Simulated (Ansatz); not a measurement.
We consider zinc-blende HgTe, described by PBE0-D3(BJ) (plane waves, PAW; Ansatz, a first-principles code).

Settings: plane-wave cutoff 460 eV, 8×8×8 k mesh, Fermi–Dirac smearing 0.01 eV, scalar-relativistic PAW data made under PBE.

The direct gap at Γ against volume; x = 100 ln(V/33.475 Å³). One gap is withheld.

```tsv
V (Å³/atom)	x	gap (eV)
31.801	-5.13	?
32.638	-2.53	0.608
33.475	0.00	0.524
34.661	3.48	0.410
35.149	4.88	0.365
```

Fit a straight line to the rows shown, give the volume deformation potential and predict the withheld gap.

Means of the 4 rows: x̄ = 1.458, ȳ = 0.4768 eV. Σ(x − x̄)(y − ȳ) = -1.1097 and Σ(x − x̄)² = 33.828, so the slope is -0.0328 eV per unit of x, and dE_g/d ln V = -3.3 eV. At x = -5.13: 0.4768 + (-0.0328) × (-5.13 − (1.458)) = 0.693 eV. The run gives 0.694 eV, 0.001 eV above the line.

Spin–orbit coupling is not included; with these elements it can move the gap by several tenths of an eV or more.
